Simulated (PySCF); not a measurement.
# A diatomic session: SN

Aim: find the lowest electronic state of SN, scan its bond at several levels of theory, and get bond length, wavenumber and dissociation energy from each curve.

Method: S x2c-SVPall, N x2c-SVPall, spin-free X2C with a Gaussian nucleus; program: PySCF 2.14.0.

## (1) Set-up

Settings of the job:

| Item | Value |
| --- | --- |
| atoms | S, N |
| charge | 0 |
| basis | S x2c-SVPall, N x2c-SVPall |
| Hamiltonian | spin-free X2C with a Gaussian nucleus |
| basis functions | 32 |
| electrons treated | 23 |
| masses in u | 31.9721, 14.0031 |
| levels | PBE0, PBE, r²SCAN, TPSS, PW91, M06, HF, MP2, SCS-MP2, CCSD, CCSD(T) |
| grid | 80 radial by 434 angular points |
| occupations | held fixed by the projection of orbital angular momentum |
| dissociation limit | S + N, each in its ground configuration |
| starting distance in angstrom | 1.640 |
| values of 2S to try | 1, 3, 5 |

Launch:

```
$ OMP_NUM_THREADS=1 python dia.py task.json out
```

Further steps of the session: The PBE0 curve of the state that the search chose; Other states along the same grid; PBE; r²SCAN; TPSS (meta-GGA); PW91; M06 (hybrid meta-GGA); ROHF (mean field); Adding correlation.

Before running it: what results should come out? Wanted: for each run, Re; ωe; De; μ.

As calculated:

Lowest PBE0 solution found, without spin–orbit coupling: ²Π (doublet), unpaired electrons π ↑. State 2 has its PBE0 minimum 2.59 eV higher. The other levels ran on the lowest alone.

```csv
level,Re (Å),ωe (cm⁻¹),De (eV),μ (D)
ROHF,1.475,1367,0.71,-1.71
ROHF-MP2,1.499,1358,4.17,n/a
ROHF-SCS-MP2,1.500,1335,4.04,n/a
ROHF-CCSD,1.511,1240,3.59,n/a
ROHF-CCSD(T),1.521,1202,3.93,n/a
PBE,1.523,1205,5.35,-1.75
PW91,1.522,1204,5.35,-1.76
TPSS,1.523,1204,4.86,-1.68
r²SCAN,1.511,1247,4.59,-1.75
PBE0,1.501,1288,4.57,-1.80
M06,1.507,1266,4.48,-1.85
```

De is counted to S + N in their ground configurations. A positive dipole means S(−)N(+).

In words: The methods spread over 0.048 Å in bond length, from ROHF to PBE. Of the levels with a De here, ROHF gives the least (0.71 eV) and PBE the most (5.35 eV).

Correlated steps freeze 6 core orbitals. T1 is 0.032 near the minimum (highest on the curve 0.064), which may point to more than one leading configuration.
